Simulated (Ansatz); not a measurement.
A made-up structure of C$_{2}$H$_{5}$Si, doublet:

C1  (-0.736, 1.040, -1.188)
C2  (-0.045, 0.486, -0.234)
Si3  (0.583, -0.766, 0.918)
H4  (-1.476, 0.482, -1.770)
H5  (-0.619, 2.090, -1.462)
H6  (0.892, 0.335, -0.705)
H7  (2.044, -0.927, 0.710)
H8  (-0.077, -2.089, 0.715)
(Å)

It is relaxed with PBE-D4/def2-SVP and then PBE0-D4/def2-TZVP (Ansatz 0.2.0). Atoms count as bonded within 1.22 times the sum of their covalent radii (H–H: 0.88 Å). The end point is not checked to be a true minimum.

Problem. Does its bonding change? (A judgement: the text doesn't fix the answer.)

Solution. Computed: No: no bond forms or breaks.

Where it ends: The first stage lowers the energy by 3.09 eV in 12 steps. It ends as C₂H₅Si ([CH2][CH][SiH2]):
C1  (-0.700, 0.857, -1.164)
C2  (0.390, 0.600, -0.430)
Si3  (0.538, -0.812, 0.735)
H4  (-1.564, 0.199, -1.156)
H5  (-0.768, 1.731, -1.806)
H6  (1.217, 1.306, -0.480)
H7  (1.919, -1.355, 0.824)
H8  (-0.467, -1.874, 0.462)
(Å)

Labels in which every atom is bracketed show which atoms are joined, not bond orders.

For scale, one of the runs: PBE0-D4/def2-TZVP relaxation, 129 basis functions, launched by `ansatz run in.yaml --threads 2 --pin off --events-out ev --progress --plain --max-ram 4352MiB`. The run took about 20 s on 2 CPU threads of an Arm Neoverse V2 (shared host).
